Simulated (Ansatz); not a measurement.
# Two structures, one formula

The two ends of one reaction step of SiH$_{7}$OF, closed shell (PBE0-D4/def2-TZVP).

A:

```xyz
10
angstrom
Si -1.1369 0.7945 0.0315
H 0.4408 -2.0679 1.5577
H -1.6535 -0.4572 -0.5577
H -1.9105 1.9697 -0.4431
H -1.1861 0.7492 1.5142
H 1.3505 -0.3894 -1.0312
O 0.4405 0.9062 -0.4987
H 0.8503 -2.0236 0.9336
F 1.8478 -1.1480 -1.2803
H 0.9573 1.6664 -0.2261
```

B:

```tsv
atom	x (Å)	y (Å)	z (Å)
Si1	-1.4650	-0.1229	0.9767
H2	-0.6871	-0.7080	2.0911
H3	-1.8762	-1.1498	-0.0071
H4	-0.6575	0.9272	0.2939
H5	-2.6765	0.5493	1.5193
H6	1.8085	0.7596	-2.1375
O7	1.8463	0.7076	-1.1787
H8	1.4414	-0.7522	-0.5497
F9	1.0823	-1.5353	-0.1574
H10	1.1839	1.3245	-0.8506
```

Ansatz 0.2.0; basis: def2-TZVPP; cores frozen in the correlated methods. B3LYP uses VWN-RPA correlation.

Problem. Which structure is lower at CCSD(T), and by how much? (An estimate is asked for; the value comes from the calculation.)

Solution. By the calculation: A, by 12.06 kcal/mol (electronic energy, against the other). By their contacts, A is a complex of SiH₄O ([OH][SiH3]) + HF + H₂ and B is a complex of SiH₄ + H₂O + HF.

All methods give the same order:

```csv
method,E(B) − E(A) (kcal/mol)
SPW92,8.80
PBE-D4,10.17
BLYP-D4,12.39
r2SCAN-D4,12.27
B97M-V,11.13
PBE0-D4,10.51
B3LYP-D4,12.39
r2SCAN0-D4,12.10
BHLYP-D4,12.82
CAM-B3LYP-D4,12.37
wB97X-V,11.90
wB97M-V,11.94
B2PLYP,12.68
PBE-QIDH,11.87
RPA on PBE,12.04
HF,13.10
MP2,13.70
CCSD,11.95
CCSD(T),12.06
```

The T1 diagnostic stays at or below 0.010.

Labels in which every atom is bracketed show which atoms are joined, not bond orders.

For scale, one of the runs: CCSD(T)/def2-TZVPP, 202 basis functions (an equivalent command: `ansatz run in.yaml --threads 4`). Hardware: 4 CPU threads, shared host. Wall time 44 s; peak host memory 2.5 GiB.
